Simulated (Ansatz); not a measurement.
Rock-salt HfN, treated with LC-ωPBE in Ansatz (plane waves, PAW).

Settings: plane-wave cutoff 460 eV, 10×10×10 k mesh, Fermi–Dirac smearing 0.05 eV, scalar-relativistic PAW data made under PBE.

The volume scan:

```csv
V (Å³/atom),E − E_lowest (meV/atom)
10.821,30.12
11.106,7.13
11.457,0.00
11.676,6.01
11.961,24.39
```

Task: What bulk modulus B0 and pressure derivative B′ does a third-order Birch–Murnaghan fit give?

Result: V0 = 11.397 Å³/atom, B0 = 308 GPa, B′ = 4.0 (fit to the energies at full precision).

Measured, for comparison: bulk modulus 260 GPa (room temperature, not corrected to a static lattice, our sources range from 260 to 306; as tabulated in Synthesis of Binary Transition Metal Nitrides, Carbides and Borides from the …); equilibrium volume per atom 11.57 Å³/atom (room temperature, not corrected to a static lattice; as tabulated in Seo, Lee, Wen, Petrov, Greene, Gall, J. Appl. Phys. 96, 878 (2004)). Computed (rounded) less measured: bulk modulus not scored (sources differ), equilibrium volume per atom -1.5 %. A static lattice is as a rule a little smaller and stiffer than an uncorrected measurement, which narrows the difference in the equilibrium volume per atom and would widen misses of the other sign.

Spin–orbit coupling is not included.

It cost around 20 core-minutes (rough) of CPU time.

Ansatz is an electronic-structure program.
